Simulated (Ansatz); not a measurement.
# Isomers and spin states of CH3N

Ansatz 0.2.0, basis cc-pVTZ; geometries are PBE0/def2-TZVP minima. Wave-function levels freeze the cores; HF, MP2 and coupled cluster are restricted for singlets and unrestricted otherwise, Kohn–Sham unrestricted where that lies lower. The reference is CCSDT(Q) (coupled cluster only where its series has nearly closed). Semilocal and hybrid functionals correlate all electrons outside any core potential and usually lie nearer their basis limit than the reference, so part of their error here is the reference's basis and frozen-core error; RPA and the MP2 part of double hybrids freeze the same cores as the reference. None of these values is a measured one. Energies are electronic, without zero-point terms. No spin–orbit coupling and no scalar relativity. The species are chosen: bound, without strong static correlation by their natural occupations or amplitudes, and with a ladder that closes on the reference, so errors are smaller than for species at large; levels whose determinant breaks symmetry or spin markedly are left out.

A. singlet; C–N 1.302, N–H 1.012/1.019, C–H 1.108, angles at C 106°, angles at N 114/120/126°. Coordinates (Å): N 0.000 0.058 0.554; C 0.000 -0.158 -0.730; H 0.000 0.967 1.015; H 0.000 -0.727 1.192; H 0.000 0.838 -1.213
B. singlet; C–N 1.261, C–H 1.092/1.096, N–H 1.021, angles at C 116/119/125°, angles at N 111°. Coordinates (Å): N 0.000 -0.123 -0.625; C 0.000 0.060 0.622; H 0.000 -0.810 1.282; H 0.000 1.040 1.113; H 0.000 0.767 -1.125

Problem. From bonding and spin, estimate the order of these in energy at CCSDT(Q), each at its own geometry.

Solution. At CCSDT(Q), above the lowest of those listed: B (0.000 eV), A (1.549 eV).

```json
{"level": "CCSDT(Q)", "A less B (eV)": "1.549"}
{"level": "HF", "A less B (eV)": "1.351"}
{"level": "MP2", "A less B (eV)": "1.641"}
{"level": "CCSD(T)", "A less B (eV)": "1.551"}
{"level": "CCSDT", "A less B (eV)": "1.543"}
{"level": "PBE", "A less B (eV)": "1.536"}
{"level": "PBE0", "A less B (eV)": "1.508"}
{"level": "B3LYP", "A less B (eV)": "1.508"}
{"level": "wB97M-V", "A less B (eV)": "1.456"}
{"level": "RPA-PBE", "A less B (eV)": "1.511"}
```

Every level shown puts the same form lowest.

The geometries are PBE0's, not this basis's own minima.
